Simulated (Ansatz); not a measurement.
# CH₅OSi+ (SMILES CO[SiH2+]): one structure at several levels

Aim: energy, forces and dipole at a structure displaced at random from a GFN2-xTB minimum, from CCSD(T) and from density functionals.

Computed with Ansatz 0.2.0, Gaussian basis. Level: single points in def2-TZVPP.

Cores are frozen in the correlated methods.

### 1 The starting structure

8 atoms, charge 1, spin multiplicity 1.

Atoms are counted from 1 here; the program's logs count them from 0.

Bond lengths: C1–O2 1.405 Å, C1–H4 1.089 Å, C1–H5 1.011 Å, C1–H6 1.084 Å, O2–Si3 1.564 Å, Si3–H7 1.444 Å, Si3–H8 1.485 Å. Angles: O2–C1–H4 108.9°, O2–C1–H5 106.7°, O2–C1–H6 110.4°, H4–C1–H5 114.9°, H4–C1–H6 104.0°, H5–C1–H6 112.0°, C1–O2–Si3 178.6°, O2–Si3–H7 115.7°, O2–Si3–H8 117.9°, H7–Si3–H8 126.3°.

As a file:

```xyz
8
charge 1, multiplicity 1
C    -0.5755    1.1000   -0.4437
O     0.0322   -0.0791    0.0199
Si    0.7432   -1.3764    0.5269
H    -1.1823    0.8636   -1.3169
H     0.1685    1.7643   -0.6100
H    -1.2926    1.4661    0.2822
H     1.9834   -1.1724    1.2379
H     0.0559   -2.6749    0.3120
```

### 2 CCSD(T)/def2-TZVPP

run/in.yaml

```yaml
crystal:
  periodic: [false, false, false]
  atoms:
    - {symbol: C, position_ang: [-0.575500, 1.100000, -0.443700]}
    - {symbol: O, position_ang: [0.032200, -0.079100, 0.019900]}
    - {symbol: Si, position_ang: [0.743200, -1.376400, 0.526900]}
    - {symbol: H, position_ang: [-1.182300, 0.863600, -1.316900]}
    - {symbol: H, position_ang: [0.168500, 1.764300, -0.610000]}
    - {symbol: H, position_ang: [-1.292600, 1.466100, 0.282200]}
    - {symbol: H, position_ang: [1.983400, -1.172400, 1.237900]}
    - {symbol: H, position_ang: [0.055900, -2.674900, 0.312000]}
basis:
  gaussian: {orbitals: def2-TZVPP}
total_charge: 1
correlation: {method: ccsd_t}
output: {forces: true}
```

The command line of these runs was not kept.

### 3 PBE0-D4/def2-TZVPP

Edit run/in.yaml of step 2 so:

```diff
@@ -14,3 +14,3 @@
 total_charge: 1
-correlation: {method: ccsd_t}
-output: {forces: true}
+hamiltonian: {xc: pbe0, dispersion: d4}
+output: {forces: true, orbitals: {seedname: orbitals}}
```

### 4 wB97M-V/def2-TZVPP

Edit run/in.yaml of step 3 so:

```diff
@@ -14,3 +14,3 @@
 total_charge: 1
-hamiltonian: {xc: pbe0, dispersion: d4}
-output: {forces: true, orbitals: {seedname: orbitals}}
+hamiltonian: {xc: {name: wB97M-V}}
+output: {forces: true}
```

### 5 r2SCAN-D4/def2-TZVPP

Edit run/in.yaml of step 4 so:

```diff
@@ -14,3 +14,3 @@
 total_charge: 1
-hamiltonian: {xc: {name: wB97M-V}}
+hamiltonian: {xc: r2scan, dispersion: d4}
 output: {forces: true}
```

### 6 PBE-D4/def2-TZVPP

Edit run/in.yaml of step 5 so:

```diff
@@ -14,3 +14,3 @@
 total_charge: 1
-hamiltonian: {xc: r2scan, dispersion: d4}
+hamiltonian: {xc: pbe, dispersion: d4}
 output: {forces: true}
```

### 7 r2SCAN0-D4/def2-TZVPP

Edit run/in.yaml of step 6 so:

```diff
@@ -14,3 +14,3 @@
 total_charge: 1
-hamiltonian: {xc: pbe, dispersion: d4}
+hamiltonian: {xc: {name: r2SCAN0}, dispersion: d4}
 output: {forces: true}
```

### 8 LC-wPBE/def2-TZVPP

Edit run/in.yaml of step 7 so:

```diff
@@ -14,3 +14,3 @@
 total_charge: 1
-hamiltonian: {xc: {name: r2SCAN0}, dispersion: d4}
+hamiltonian: {xc: {name: LC-wPBE}}
 output: {forces: true}
```

(Steps that only read results are left out.)

What does the calculation give? Wanted: energy less free atoms, CCSD(T)/def2-TZVPP; RMS force component; RMS force error; HOMO and LUMO, PBE0-D4; T1 diagnostic.

**Answer**, as computed:

| quantity | value |
| --- | --- |
| energy less free atoms, CCSD(T)/def2-TZVPP | -1943.2 kJ/mol |
| RMS force component | 1.079 to 1.185 eV/Å over the methods |
| RMS force error | PBE0-D4 0.155, wB97M-V 0.042, r2SCAN-D4 0.094, PBE-D4 0.273, r2SCAN0-D4 0.138, LC-wPBE 0.122 eV/Å |
| HOMO and LUMO, PBE0-D4 | -14.64 and -8.34 eV |
| T1 diagnostic | 0.015 |

In words: Against CCSD(T) the functionals' energies less atoms differ by -84.8 to -19.5 kJ/mol, PBE-D4 by -84.8 kJ/mol. CCSD(T) in triple zeta still lacks some correlation energy of the bonds, so part of these gaps is its own basis error and they don't rank the functionals. The forces of wB97M-V come nearest to CCSD(T), those of PBE-D4 are farthest. Frozen-core CCSD(T) forces in triple zeta carry basis errors of their own, and this is one geometry, so small gaps rank nothing.
